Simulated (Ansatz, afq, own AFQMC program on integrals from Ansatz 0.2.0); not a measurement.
## CH2N⁺, triplet in cc-pVTZ, levels against CCSDT(Q)

```xyz
4

N     0.0000    0.0000    0.6600
C     0.0000    0.0000   -0.5768
H     0.0000   -0.9374   -1.1497
H     0.0000    0.9373   -1.1497
```

Connectivity, by distances: N–CH2.

Basis cc-pVTZ. Noble-gas cores (and the filled d shells of Ga–Kr and In–Xe) are frozen. Ansatz 0.2.0 and our own AFQMC program on the same integrals; the CISD trial comes from CCSD amplitudes, and released means the phaseless constraint is let go. Free AFQMC starts from the CCSD state and is never constrained. Its projection time is finite, and what remains of the start isn't in its error. Uncertainties: one standard error, sampling alone.

Determinant: UHF, the one that the program's search chose, which needn't be the lowest solution. The geometry is a PBE0/def2-TZVP stationary point of this or a neighbouring charge and spin state.

No full CI on the walks' own integrals is used here; CCSDT(Q) serves as the reference and is uncertain by about the last step of the cluster series.

Cautions: another spin lies lower (by 2.36 eV); the released energies are still falling, so no released level is given (meV from the phaseless value at times in 1/Eh: 2 ± 5 at 0.24, -1 ± 5 at 0.51, -12 ± 6 at 0.99, -17 ± 6 at 1.62, -19 ± 13 at 2.40), though the last usable value meets CCSDT(Q) within the noise; the ph-AFQMC/HF walk drifts between its halves (2.1 errors).

```
T1 diagnostic                               : 0.0211
weight of the determinant in the CISD state : 0.904
⟨S²⟩ of the determinant                     : 2.012
size of the correlated space                : 10 electrons in 86 orbitals
```

```tsv
level	correlation energy (eV)
MP2	-6.8400
CCSD	-7.7250
CCSD(T)	-7.9746
```

Problem. Estimate where phaseless AFQMC with a CISD trial lies against CCSD(T) on the same integrals.

Solution. 2.8 ± 0.4 kJ/mol below CCSD(T).

Reference: CCSDT(Q), correlation energy -8.013 eV.

```json
{"level": "CCSD(T)", "E − E(reference) (kJ/mol)": "3.7", "share of correlation (%)": "99.52"}
{"level": "CCSDT", "E − E(reference) (kJ/mol)": "0.9", "share of correlation (%)": "99.89"}
{"level": "ph-AFQMC/HF", "E − E(reference) (kJ/mol)": "7.9 ± 2.1", "share of correlation (%)": "98.98"}
{"level": "ph-AFQMC/CISD", "E − E(reference) (kJ/mol)": "1.0 ± 0.4", "share of correlation (%)": "99.87"}
{"level": "free AFQMC", "E − E(reference) (kJ/mol)": "-0.1 ± 0.9", "share of correlation (%)": "100.02"}
```

Free projections are given only where their last times agree within the noise and don't stop above the reference; a slow remainder of the start can still hide under it. A walk keeps the symmetry of its determinant, which the program's search chose and which needn't be the lowest solution, so a lower state of the same spin and another symmetry isn't excluded.
